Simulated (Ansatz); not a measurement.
Relaxation of CH6BS (9 atoms, charge 1, multiplicity 1), to a largest force component of 0.02 eV/Å in at most 50 steps.

All numbers below come from UKS r2SCANh-D4/STO-3G (Ansatz 0.2.0).

```xyz
9
Properties=species:S:1:pos:R:3
B -0.056 -0.026 -1.215
C 0.660 -0.405 0.157
S -0.293 0.276 1.560
H -0.881 -0.731 -1.637
H 0.208 0.984 -1.729
H 1.663 0.008 0.268
H 0.723 -1.477 0.350
H -1.524 -0.150 1.182
H -0.499 1.521 1.065
```

Problem. Where does it end, and by what steps?

Solution. The run converged. Limits of this set-up: minimal basis, the dipole of an ion depends on the origin. After 4 steps the energy has fallen by 0.057 eV; H9 moved furthest, 0.04 Å.

```csv
step,energy less start (eV),largest force component (eV/Å),accepted
0,0.0000,1.228,yes
1,-0.0373,0.466,yes
2,-0.0550,0.213,yes
3,-0.0566,0.056,yes
4,-0.0568,0.013,yes
```

```xyz
9
Properties=species:S:1:pos:R:3
B -0.049 -0.034 -1.230
C 0.684 -0.421 0.137
S -0.307 0.278 1.573
H -0.894 -0.739 -1.634
H 0.201 0.996 -1.730
H 1.685 0.019 0.270
H 0.731 -1.501 0.353
H -1.557 -0.151 1.180
H -0.495 1.553 1.082
```

The run took 15 s on 1 thread of Arm Neoverse V2, with other jobs on the host, peak memory 0.17 GiB.
